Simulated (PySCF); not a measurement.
# FCI/STO-6G run of HNO (nitroxyl)

Aim: the vertical singlet–triplet gap of HNO (nitroxyl) at FCI/STO-6G, from 2 runs. Input form: a Python script.

The calculation is run with PySCF 2.14.0.

11 further runs of the same task are left out: 11 set aside as unsound or not needed.

## 1. The system as given

HNO: 3 atoms, total charge 0, spin state singlet. As SMILES, `N=O`. The shape is that of a GFN2-xTB optimisation.

Bond lengths: N1–O2 1.201 Å, N1–H3 1.062 Å. Angles: O2–N1–H3 112.4°.

## 2. The energy at FCI/STO-6G

job.py reads:

```python
from pyscf import gto, mcscf
from pyscf import fci

mol = gto.M(
    atom='N -0.275940 0.297220 -0.114780; O 0.768580 0.418030 0.466150; H -0.492640 -0.715240 -0.351380',
    max_memory=1860,
    verbose=3,
    basis='sto-6g',
)

mf = mol.RHF()
mf.conv_tol = 1e-10
mf.kernel()
if not mf.converged:
    mf = mf.newton().run(mf.mo_coeff, mf.mo_occ)

cas = mcscf.CASCI(mf, mf.mo_coeff.shape[-1] - 2, (mol.nelec[0] - 2, mol.nelec[1] - 2))  # full CI above the frozen core
cas.fcisolver = fci.direct_spin0.FCI(mol)  # even spin states alone
cas.kernel()
print('<S^2> = %.4f' % cas.fcisolver.spin_square(cas.ci, cas.ncas, cas.nelecas)[0])
etot = cas.e_tot
print('Final energy', etot)
```

The run is started by

```sh
$ OMP_NUM_THREADS=1 python job.py
```

Output:

```text
converged SCF energy = -129.295721134749
CASCI E = -129.443037359410  E(CI) = -43.0561328309226  S^2 = 0.0000000
<S^2> = 0.0000
Final energy -129.44303735940986
```

It took 0.71 s on 1 thread of Arm Neoverse V2, shared host; peak memory 0.12 GiB.

## 3. The triplet

calc.py reads:

```python
from pyscf import gto, mcscf

molecule = gto.Mole()
molecule.atom = '''
N     -0.521451     0.561664    -0.216903
O      1.452406     0.789962     0.880896
H     -0.930955    -1.351608    -0.664012
'''
molecule.unit = 'bohr'
molecule.max_memory = 1860
molecule.verbose = 4
molecule.basis = 'sto-6g'
molecule.spin = 2
molecule.build()

mf = molecule.ROHF()
mf.conv_tol = 1e-10
mf.kernel()
if not mf.converged:
    mf = mf.newton().run(mf.mo_coeff, mf.mo_occ)

cas = mcscf.CASCI(mf, mf.mo_coeff.shape[-1] - 2, (molecule.nelec[0] - 2, molecule.nelec[1] - 2))  # full CI above the frozen core
cas.fix_spin_(ss=2.0)
cas.kernel()
energy = cas.e_tot
print('Final energy', energy)
```

The run is started by

```sh
$ OMP_NUM_THREADS=1 python calc.py
```

Output:

```text
PySCF version 2.14.0

[INPUT] num. atoms = 3
[INPUT] num. electrons = 16
[INPUT] charge = 0
[INPUT] spin (= nelec alpha-beta = 2S) = 2
[INPUT] symmetry False subgroup None
[INPUT] Mole.unit = bohr
[INPUT] Symbol           X                Y                Z      unit          X                Y                Z       unit  Magmom
[INPUT]  1 N     -0.275939985811   0.297219788994  -0.114780124580 AA   -0.521451000000   0.561664000000  -0.216903000000 Bohr   0.0
[INPUT]  2 O      0.768580156203   0.418029887893   0.466150088391 AA    1.452406000000   0.789962000000   0.880896000000 Bohr   0.0
[INPUT]  3 H     -0.492640170392  -0.715240151697  -0.351380018177 AA   -0.930955000000  -1.351608000000  -0.664012000000 Bohr   0.0

nuclear repulsion = 30.405121623056
number of shells = 7
number of NR pGTOs = 66
number of NR cGTOs = 11
basis = sto-6g
ecp = {}

******** <class 'pyscf.scf.rohf.ROHF'> ********
method = ROHF
initial guess = minao
damping factor = 0
level_shift factor = 0
DIIS = <class 'pyscf.scf.diis.CDIIS'>
diis_start_cycle = 1
diis_space = 8
diis_damp = 0
SCF conv_tol = 1e-10
SCF conv_tol_grad = None
SCF max_cycles = 50
direct_scf = True
direct_scf_tol = 1e-13
num. doubly occ = 7  num. singly occ = 2
Set gradient conv threshold to 1e-05
init E= -129.466710489727
  HOMO = -0.0112643283487328  LUMO = 0.51509346910013  gap/eV = 14.32293
cycle= 1 E= -129.251188663447  delta_E= 0.216  |g|= 0.278  |ddm|= 1.83
  HOMO = 0.00267410686883029  LUMO = 0.528768997921836  gap/eV = 14.31577
cycle= 2 E= -129.27308633731  delta_E= -0.0219  |g|= 0.266  |ddm|= 0.511
  HOMO = -0.00359425083874032  LUMO = 0.584899536409207  gap/eV = 16.01373
cycle= 3 E= -129.296567030464  delta_E= -0.0235  |g|= 0.0412  |ddm|= 0.212
  HOMO = -0.00632954548989961  LUMO = 0.591661697315351  gap/eV = 16.27217
cycle= 4 E= -129.299568149806  delta_E= -0.003  |g|= 0.0282  |ddm|= 0.0959
  HOMO = -0.00773428889382743  LUMO = 0.592088876466947  gap/eV = 16.32202
cycle= 5 E= -129.302277304077  delta_E= -0.00271  |g|= 0.0146  |ddm|= 0.12
  HOMO = -0.007673685574214  LUMO = 0.59155108863775  gap/eV = 16.30574
cycle= 6 E= -129.30368782831  delta_E= -0.00141  |g|= 0.00695  |ddm|= 0.119
  HOMO = -0.0112612661308372  LUMO = 0.590756822850175  gap/eV = 16.38175
cycle= 7 E= -129.303802627671  delta_E= -0.000115  |g|= 0.00298  |ddm|= 0.026
  HOMO = -0.00925709748198411  LUMO = 0.590196549761923  gap/eV = 16.31196
cycle= 8 E= -129.303835539961  delta_E= -3.29e-05  |g|= 0.00132  |ddm|= 0.0342
  HOMO = -0.00997916777588648  LUMO = 0.590185627819756  gap/eV = 16.33132
cycle= 9 E= -129.303841986116  delta_E= -6.45e-06  |g|= 0.0005  |ddm|= 0.0143
  HOMO = -0.00984797054287467  LUMO = 0.590124187115358  gap/eV = 16.32607
cycle= 10 E= -129.30384319308  delta_E= -1.21e-06  |g|= 4.59e-05  |ddm|= 0.00402
  HOMO = -0.00983962076198575  LUMO = 0.590113487575379  gap/eV = 16.32556
cycle= 11 E= -129.303843195969  delta_E= -2.89e-09  |g|= 9.16e-06  |ddm|= 0.000157
  HOMO = -0.00984096850516236  LUMO = 0.5901118791699  gap/eV = 16.32555
cycle= 12 E= -129.303843196083  delta_E= -1.14e-10  |g|= 2.55e-06  |ddm|= 4.19e-05
  HOMO = -0.00984081538948467  LUMO = 0.590111699491462  gap/eV = 16.32554
cycle= 13 E= -129.303843196109  delta_E= -2.66e-11  |g|= 3.53e-07  |ddm|= 1.58e-05
  HOMO = -0.00984068290854467  LUMO = 0.590111652864355  gap/eV = 16.32553
Extra cycle  E= -129.30384319611  delta_E= -2.84e-13  |g|= 2.31e-07  |ddm|= 9.91e-07
converged SCF energy = -129.30384319611

******** <class 'pyscf.mcscf.casci.CASCI'> ********
CAS (7e+5e, 9o), ncore = 2, nvir = 0
natorb = False
canonicalization = True
sorting_mo_energy = False
******** <class 'pyscf.fci.addons.SpinPenaltyFCISolver'> ********
max. cycles = 200
conv_tol = 1e-08
davidson only = True
linear dependence = 1e-12
level shift = 0.001
max iter space = 12
nroots = 1
pspace_size = 400
spin = None
Density matrix diagonal elements [1.99298414 1.98640119 1.96543648 1.947476   1.93068891 1.06099256
 1.05138331 0.03135075 0.03328665]
CASCI converged
CASCI E = -129.405867765948  E(CI) = -43.0190759701935  S^2 = 2.0000000
Final energy -129.40586776594816
```

Run time: 0.77 s. Hardware: 1 thread of Arm Neoverse V2, shared host; peak memory 0.12 GiB.

## 4. Outcome

Level: FCI/STO-6G, 2 core orbitals frozen.

```
                                            quantity          value
                               singlet: total energy  -129.44304 Eh
       singlet: dipole moment (Hartree–Fock density)         1.51 D
        singlet: HOMO energy (Hartree–Fock orbitals)       -9.00 eV
        singlet: LUMO energy (Hartree–Fock orbitals)        5.98 eV
      singlet: HOMO–LUMO gap (Hartree–Fock orbitals)       14.98 eV
singlet: correlation energy (2 core orbitals frozen)     -147.3 mEh
                               triplet: total energy  -129.40587 Eh
       triplet: dipole moment (Hartree–Fock density)         1.62 D
triplet: correlation energy (2 core orbitals frozen)     -102.0 mEh
    vertical energy of the triplet above the singlet       1.011 eV
```

In words: At this shape the triplet lies 1.01 eV (98 kJ/mol) above the singlet. In a minimal basis such a difference can be off by several eV, whatever the method. Mulliken charges (triplet) of the mean-field density run from -0.16 on N1 to +0.19 on H3.
